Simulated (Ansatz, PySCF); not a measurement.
System: O3, singlet: symmetric bend, bond length relaxed. Scanned: O-O-O angle. Other coordinates (O-O bond length) were minimised at PBE0/def2-TZVP.

Computed with: RKS-PBE/aug-cc-pVQZ = restricted PBE/aug-cc-pVQZ (Ansatz, an electronic-structure program); CAM-B3LYP/def2-TZVP, density fitting (PySCF); CCSD(T)/aug-cc-pVQZ = CCSD(T) on RHF/aug-cc-pVQZ, frozen core in Ansatz.

Energies relative to the lowest point of each profile, in eV; the last columns give the difference from CCSD(T):

```json
[
 {"a / °": "180", "RKS-PBE/aug-cc-pVQZ": "—", "CAM-B3LYP": "0.000", "CCSD(T)/aug-cc-pVQZ": "—", "RKS-PBE/aug-cc-pVQZ − CCSD(T)/aug-cc-pVQZ": "—", "CAM-B3LYP − CCSD(T)/aug-cc-pVQZ": "—"},
 {"a / °": "167", "RKS-PBE/aug-cc-pVQZ": "3.064", "CAM-B3LYP": "0.032", "CCSD(T)/aug-cc-pVQZ": "3.221", "RKS-PBE/aug-cc-pVQZ − CCSD(T)/aug-cc-pVQZ": "-0.157", "CAM-B3LYP − CCSD(T)/aug-cc-pVQZ": "-3.189"},
 {"a / °": "157", "RKS-PBE/aug-cc-pVQZ": "2.167", "CAM-B3LYP": "0.125", "CCSD(T)/aug-cc-pVQZ": "2.304", "RKS-PBE/aug-cc-pVQZ − CCSD(T)/aug-cc-pVQZ": "-0.137", "CAM-B3LYP − CCSD(T)/aug-cc-pVQZ": "-2.179"},
 {"a / °": "147", "RKS-PBE/aug-cc-pVQZ": "1.304", "CAM-B3LYP": "0.324", "CCSD(T)/aug-cc-pVQZ": "1.416", "RKS-PBE/aug-cc-pVQZ − CCSD(T)/aug-cc-pVQZ": "-0.112", "CAM-B3LYP − CCSD(T)/aug-cc-pVQZ": "-1.092"},
 {"a / °": "137", "RKS-PBE/aug-cc-pVQZ": "0.601", "CAM-B3LYP": "0.656", "CCSD(T)/aug-cc-pVQZ": "0.679", "RKS-PBE/aug-cc-pVQZ − CCSD(T)/aug-cc-pVQZ": "-0.078", "CAM-B3LYP − CCSD(T)/aug-cc-pVQZ": "-0.023"},
 {"a / °": "127", "RKS-PBE/aug-cc-pVQZ": "0.140", "CAM-B3LYP": "1.140", "CCSD(T)/aug-cc-pVQZ": "0.179", "RKS-PBE/aug-cc-pVQZ − CCSD(T)/aug-cc-pVQZ": "-0.040", "CAM-B3LYP − CCSD(T)/aug-cc-pVQZ": "0.961"},
 {"a / °": "117", "RKS-PBE/aug-cc-pVQZ": "0.000", "CAM-B3LYP": "1.800", "CCSD(T)/aug-cc-pVQZ": "0.000", "RKS-PBE/aug-cc-pVQZ − CCSD(T)/aug-cc-pVQZ": "0.000", "CAM-B3LYP − CCSD(T)/aug-cc-pVQZ": "1.800"},
 {"a / °": "107", "RKS-PBE/aug-cc-pVQZ": "0.272", "CAM-B3LYP": "2.679", "CCSD(T)/aug-cc-pVQZ": "—", "RKS-PBE/aug-cc-pVQZ − CCSD(T)/aug-cc-pVQZ": "—", "CAM-B3LYP − CCSD(T)/aug-cc-pVQZ": "—"}
]
```

RKS-PBE/aug-cc-pVQZ is furthest from CCSD(T)/aug-cc-pVQZ at 167 (-0.157 eV, below); its mean absolute difference over the points is 0.087 eV.

CAM-B3LYP is furthest from CCSD(T)/aug-cc-pVQZ at 167 (-3.189 eV, below); its mean absolute difference over the points is 1.541 eV.

Dashes: no converged value, or the column stops at the first point that the program doubted or that broke a chosen test of continuity, which isn't proof of a fault.

The scan ran from 180.0 to 80.0; beyond the range shown the relaxed coordinates jump or full CI changes its symmetry label.
